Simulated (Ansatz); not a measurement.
A run of Ansatz (development build ahead of 0.2.0) on singlet CH4O at this shape:

```
atom    x (Å)    y (Å)    z (Å)
   C  -0.0148   0.0143  -0.5462
   O  -0.0340  -0.0327   0.6466
   H  -0.0104  -0.8683  -0.8689
   H  -0.7449   0.3764  -0.8796
   H   0.7658   0.3973  -0.9560
   H  -0.0115   0.7433   0.9391
```

Its results:

- Converged: yes
- Total energy: -114.80046 hartree
- Spin squared of the determinant: 0.000

Question: Which input gives this output? Name the method, the orbitals and the basis set, and write the input.

Answer: RHF in def2-SVP. An unrestricted run that stays on the closed shell gives the same numbers.

```yaml
crystal:
  periodic: [false, false, false]
  atoms:
    - { symbol: C, position_ang: [-0.01481, 0.01426, -0.54616] }
    - { symbol: O, position_ang: [-0.03397, -0.03268, 0.64661] }
    - { symbol: H, position_ang: [-0.01043, -0.86828, -0.86886] }
    - { symbol: H, position_ang: [-0.74488, 0.37638, -0.87957] }
    - { symbol: H, position_ang: [0.7658, 0.39727, -0.95603] }
    - { symbol: H, position_ang: [-0.01149, 0.74331, 0.93911] }
basis:
  gaussian: { orbitals: def2-SVP }
hamiltonian:
  xc: hf
```

Caution: no unrestricted run beside it, a lower state can exist.
